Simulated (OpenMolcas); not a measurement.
# doublet BH+: a chain of runs

Wanted: a single-point energy (ROHF/6-31G), then a single-point energy (CASSCF(3,3)/6-31G), then the energy (CASPT2(3,3)/6-31G), then the energy (SC-NEVPT2(3,3)/6-31G), then the energy (MRCI(3,3)/6-31G) of doublet BH+. 

The calculation is run with OpenMolcas 26.06.

1 further run of the same task is left out (set aside as unsound or not needed).

**1. The molecule**

BH+ has 2 atoms, charge +1, and is taken as a doublet. As SMILES of the parent species, `[BH]`. The bond length is the one measured for the parent species. That shape belongs to the parent species and isn't relaxed for this state.

Bond lengths: B1–H2 1.232 Å.

**2. The energy at ROHF/6-31G (run 1)**

Input file step1.input:

```
>>> EXPORT MOLCAS_PRINT=2

&GATEWAY
  BasLib
  $CurrDir
  Coord
  2
  bohr
  B      0.00000000     0.00000000     0.00000000
  H      0.00000000     0.00000000     2.32889848
  Basis
  6-31G
  Group
  NoSym

&SEWARD

&SCF
  UHF
  Charge
  1
  Spin
  2
  Scramble
  0.25
  PrOrbitals
  1 1

&RASSCF
  FileOrb
  $Project.UnaOrb
  Spin
  2
  Nactel
  1 0 0
  Inactive
  2
  Ras2
  1
  OutOrbitals
  Canonical
  OrbListing
  Nothing
```

The basis set 6-31G is read from a file made from the Basis Set Exchange's data (not shown).

The run is started by

```
$ export MOLCAS_MEM=1860
$ pymolcas step1.input > step1.log
```

What it wrote, shortened:

```text
--- Start Module: gateway ---
[...]
--- Stop Module: gateway /rc=_RC_ALL_IS_WELL_ ---
[...]
      Basis functions           11
[...]
--- Start Module: scf ---
[...]
       Convergence after  15 Iterations
[...]
::    Total SCF energy                                -24.8080261755
[...]
      Total spin, S                                     0.5025892297
[...]
--- Stop Module: scf /rc=_RC_ALL_IS_WELL_ ---
--- Start Module: rasscf ---
[...]
      Number of active orbitals                  1
[...]
      Spin quantum number                      0.5
[...]
      Active orbitals                            1
[...]
      Number of CSFs                             1
[...]
      Number of root(s) required                 1
[...]
      Convergence after  7 iterations
[...]
      printout of CI-coefficients larger than  0.05 for root  1
      energy=     -24.806782
      conf/sym  1     Coeff  Weight
             1  u   1.00000 1.00000
      Natural orbitals and occupation numbers for root  1
      sym 1:   1.000000
      ************************************************************************************************************************
      *                                                    Final results                                                     *
[...]
::    RASSCF root number  1 Total energy:    -24.80678156
[...]
      Total electronic charge=    5.000000
      Total            charge=    1.000000
[...]
      Dipole Moment (debye):
      Origin of the operator (angstrom)=    0.0000    0.0000    0.1034
                   X= -2.1952E-05               Y=  6.1751E-06               Z=  3.0952E-01           Total=  3.0952E-01
      Center of Charge (angstrom)
[...]
--- Stop Module: rasscf /rc=_RC_ALL_IS_WELL_ ---
[...]
```

Wall time 3.3 s (1 thread of Intel Xeon Platinum 8259CL at 2.50GHz (Skylake/Cascade Lake), shared host); peak memory 0.37 GiB.

**3. The energy at CASSCF(3,3)/6-31G (run 2)**

Input file step2.input:

```
* BH CASSCF

&GATEWAY
  BasLib=$CurrDir
  Coord
  2
  bohr
  B      0.00000000     0.00000000     0.00000000
  H      0.00000000     0.00000000     2.32889848
  Basis=6-31G
  Group=NoSym

&SEWARD

&RASSCF
  FileOrb=$CurrDir/step1.RasOrb
  Spin=2
  Nactel=3 0 0
  Inactive=1
  Ras2=3
  OrbListing=Nothing
  OrbAppear=Compact
```

The basis set 6-31G is read from a file made from the Basis Set Exchange's data (not shown).

The run is started by

```
$ export MOLCAS_MEM=1860
$ pymolcas step2.input > step2.log
```

What it wrote, shortened:

```text
--- Start Module: gateway ---
[...]
--- Stop Module: gateway /rc=_RC_ALL_IS_WELL_ ---
--- Start Module: seward ---
[...]
      Basis functions           11
--- Stop Module: seward /rc=_RC_ALL_IS_WELL_ ---
--- Start Module: rasscf ---
[...]
      Number of active orbitals                  3
[...]
      Spin quantum number                      0.5
[...]
      Active orbitals                            3
[...]
      Number of CSFs                             8
[...]
      Number of root(s) required                 1
[...]
      Convergence after  7 iterations
[...]
      printout of CI-coefficients larger than  0.05 for root  1
      energy=     -24.814029
      conf/sym  111     Coeff  Weight
             1  2u0   0.99472 0.98947
             7  u02   0.07715 0.00595
             8  0u2   0.06748 0.00455
      Natural orbitals and occupation numbers for root  1
      sym 1:   1.984913   0.994075   0.021012
      ************************************************************************************************************************
      *                                                    Final results                                                     *
[...]
::    RASSCF root number  1 Total energy:    -24.81402872
[...]
      Total electronic charge=    5.000000
      Total            charge=    1.000000
[...]
      Dipole Moment (debye):
      Origin of the operator (angstrom)=    0.0000    0.0000    0.1034
                   X=  1.2163E-07               Y= -3.5214E-08               Z=  3.8992E-01           Total=  3.8992E-01
      Center of Charge (angstrom)
[...]
--- Stop Module: rasscf /rc=_RC_ALL_IS_WELL_ ---
[...]
```

Run time: 2.3 s. Hardware: 1 thread of Intel Xeon Platinum 8259CL at 2.50GHz (Skylake/Cascade Lake), shared host; peak memory 0.37 GiB.

**4. A single-point energy at CASPT2(3,3)/6-31G (run 3)**

Input file step3.inp:

```
>>> EXPORT MOLCAS_PRINT=2

&gateway
 baslib=$CurrDir
 coord
 2
 bohr
 B      0.00000000     0.00000000     0.00000000
 H      0.00000000     0.00000000     2.32889848
 basis=6-31G
 group=NoSym

&seward

&rasscf
 fileorb=$CurrDir/step2.RasOrb
 spin=2
 nactel=3 0 0
 inactive=1
 ras2=3
 orblisting=Nothing
 orbappear=Compact

&caspt2
 imaginary=0.1
 frozen=1
```

The basis set 6-31G is read from a file made from the Basis Set Exchange's data (not shown).

The run is started by

```
$ export MOLCAS_MEM=1860
$ pymolcas step3.inp > step3.log
```

What it wrote, shortened:

```text
--- Start Module: gateway ---
[...]
--- Stop Module: gateway /rc=_RC_ALL_IS_WELL_ ---
[...]
      Basis functions           11
[...]
--- Start Module: rasscf ---
[...]
      Number of active orbitals                  3
[...]
      Spin quantum number                      0.5
[...]
      Active orbitals                            3
[...]
      Number of CSFs                             8
[...]
      Number of root(s) required                 1
[...]
      Convergence after  4 iterations
[...]
      printout of CI-coefficients larger than  0.05 for root  1
      energy=     -24.814029
      conf/sym  111     Coeff  Weight
             1  2u0   0.99472 0.98947
             7  u02   0.07715 0.00595
             8  0u2   0.06748 0.00455
      Natural orbitals and occupation numbers for root  1
      sym 1:   1.984913   0.994075   0.021012
      ************************************************************************************************************************
      *                                                    Final results                                                     *
[...]
::    RASSCF root number  1 Total energy:    -24.81402872
[...]
      Total electronic charge=    5.000000
      Total            charge=    1.000000
[...]
      Dipole Moment (debye):
      Origin of the operator (angstrom)=    0.0000    0.0000    0.1034
                   X=  7.2340E-08               Y= -2.0820E-08               Z=  3.8992E-01           Total=  3.8992E-01
      Center of Charge (angstrom)
[...]
--- Stop Module: rasscf /rc=_RC_ALL_IS_WELL_ ---
--- Start Module: caspt2 ---
[...]
 ###    WARNING: User changed nr of frozen orbitals.                         ###
 ###############################################################################
[...]
      E2 (Variational):          -0.0180212245
      Total energy:             -24.8320499416
[...]
      Reference weight:           0.99151
[...]
::    CASPT2 Root  1     Total energy:    -24.83204994
[...]
--- Stop Module: caspt2 /rc=_RC_ALL_IS_WELL_ ---
[...]
```

Run time: 2.2 s. Hardware: 1 thread of Intel Xeon Platinum 8259CL at 2.50GHz (Skylake/Cascade Lake), shared host; peak memory 0.37 GiB.

**5. A single-point energy at SC-NEVPT2(3,3)/6-31G (run 4)**

Input file step4.input:

```
>>> EXPORT MOLCAS_PRINT=2

&gateway
 baslib=$CurrDir
 coord
 2
 bohr
 B      0.00000000     0.00000000     0.00000000
 H      0.00000000     0.00000000     2.32889848
 basis=6-31G
 group=NoSym

&seward

&rasscf
 fileorb=$CurrDir/step2.RasOrb
 spin=2
 nactel=3 0 0
 inactive=1
 ras2=3
 orblisting=Nothing
 orbappear=Compact

&caspt2
 sc-nevpt2
 frozen=1
```

The basis set 6-31G is read from a file made from the Basis Set Exchange's data (not shown).

The run is started by

```
$ export MOLCAS_MEM=1860
$ pymolcas step4.input > step4.log
```

What it wrote, shortened:

```text
--- Start Module: gateway ---
[...]
--- Stop Module: gateway /rc=_RC_ALL_IS_WELL_ ---
[...]
      Basis functions           11
[...]
--- Start Module: rasscf ---
[...]
      Number of active orbitals                  3
[...]
      Spin quantum number                      0.5
[...]
      Active orbitals                            3
[...]
      Number of CSFs                             8
[...]
      Number of root(s) required                 1
[...]
      Convergence after  4 iterations
[...]
      printout of CI-coefficients larger than  0.05 for root  1
      energy=     -24.814029
      conf/sym  111     Coeff  Weight
             1  2u0   0.99472 0.98947
             7  u02   0.07715 0.00595
             8  0u2   0.06748 0.00455
      Natural orbitals and occupation numbers for root  1
      sym 1:   1.984913   0.994075   0.021012
      ************************************************************************************************************************
      *                                                    Final results                                                     *
[...]
::    RASSCF root number  1 Total energy:    -24.81402872
[...]
      Total electronic charge=    5.000000
      Total            charge=    1.000000
[...]
      Dipole Moment (debye):
      Origin of the operator (angstrom)=    0.0000    0.0000    0.1034
                   X=  7.2340E-08               Y= -2.0820E-08               Z=  3.8992E-01           Total=  3.8992E-01
      Center of Charge (angstrom)
[...]
--- Stop Module: rasscf /rc=_RC_ALL_IS_WELL_ ---
--- Start Module: caspt2 ---
[...]
 ###    WARNING: User changed nr of frozen orbitals.                         ###
 ###############################################################################
[...]
      E2 (Variational):          -0.0151934488
[...]
      E2 (Variational):          -0.0150669065
      Total energy:             -24.8290956236
[...]
      Reference weight:           0.99398
[...]
::    SC-NEVPT2 Root  1     Total energy:    -24.82909562
[...]
--- Stop Module: caspt2 /rc=_RC_ALL_IS_WELL_ ---
[...]
```

It took 2.3 s on 1 thread of Intel Xeon Platinum 8259CL at 2.50GHz (Skylake/Cascade Lake), shared host; peak memory 0.37 GiB.

**6. A single-point energy at MRCI(3,3)/6-31G (run 5)**

Input file step5.input:

```
* BH MRCI
>>> EXPORT MOLCAS_PRINT=2

&gateway
  baslib=$CurrDir
  coord
  2
  bohr
  B      0.00000000     0.00000000     0.00000000
  H      0.00000000     0.00000000     2.32889848
  basis=6-31G
  group=NoSym

&seward

&rasscf
  fileorb=$CurrDir/step2.RasOrb
  spin=2
  nactel=3 0 0
  inactive=1
  ras2=3
  orblisting=Nothing
  orbappear=Compact

&motra
  lumorb
  frozen=1

&guga
  electrons=3
  spin=2
  inactive=0
  active=3
  ciall=1

&mrci
  sdci
```

The basis set 6-31G is read from a file made from the Basis Set Exchange's data (not shown).

The run is started by

```
$ export MOLCAS_MEM=1860
$ pymolcas step5.input > step5.log
```

What it wrote, shortened:

```text
--- Start Module: gateway ---
[...]
--- Stop Module: gateway /rc=_RC_ALL_IS_WELL_ ---
[...]
      Basis functions           11
[...]
      Number of active orbitals                  3
[...]
      Spin quantum number                      0.5
[...]
      Active orbitals                            3
[...]
      Number of CSFs                             8
[...]
      Number of root(s) required                 1
[...]
      Convergence after  4 iterations
[...]
      printout of CI-coefficients larger than  0.05 for root  1
      energy=     -24.814029
      conf/sym  111     Coeff  Weight
             1  2u0   0.99472 0.98947
             7  u02   0.07715 0.00595
             8  0u2   0.06748 0.00455
      Natural orbitals and occupation numbers for root  1
      sym 1:   1.984913   0.994075   0.021012
      ************************************************************************************************************************
      *                                                    Final results                                                     *
[...]
::    RASSCF root number  1 Total energy:    -24.81402872
[...]
      Dipole Moment (debye):
      Origin of the operator (angstrom)=    0.0000    0.0000    0.1034
                   X=  7.2340E-08               Y= -2.0820E-08               Z=  3.8992E-01           Total=  3.8992E-01
      Center of Charge (angstrom)
[...]
      *** WARNING: Default frozen orbitals is overwritten by user input.
      *** Default values:   1
[...]
--- Start Module: guga ---
[...]
--- Stop Module: guga /rc=_RC_ALL_IS_WELL_ ---
--- Start Module: mrci ---
[...]
       (But an ACPF correction will be computed)
       USE THE DEFAULT ACPF G-VALUE GFAC=  0.66666666666666663
[...]
                      CI ENERGY:   -24.84209400
[...]
                ACPF CORRECTION:    -0.00023717
[...]
      Total electronic charge=    5.000000
      Total            charge=    1.000000
[...]
     ACPF CORRECTION:     -0.00023717
[...]
  CI State   1     Total energy:    -24.84209400     QDav:     -0.00072373     QACPF:     -0.00023717
[...]
--- Stop Module: mrci /rc=_RC_ALL_IS_WELL_ ---
[...]
```

It took 2.3 s on 1 thread of Intel Xeon Platinum 8259CL at 2.50GHz (Skylake/Cascade Lake), shared host; peak memory 0.37 GiB.

**7. What came out**

```
                                 quantity         value
          run 1, ROHF/6-31G: total energy  -24.80678 Eh
   run 2, CASSCF(3,3)/6-31G: total energy  -24.81403 Eh
   run 3, CASPT2(3,3)/6-31G: total energy  -24.83205 Eh
run 4, SC-NEVPT2(3,3)/6-31G: total energy  -24.82910 Eh
     run 5, MRCI(3,3)/6-31G: total energy  -24.84209 Eh
```
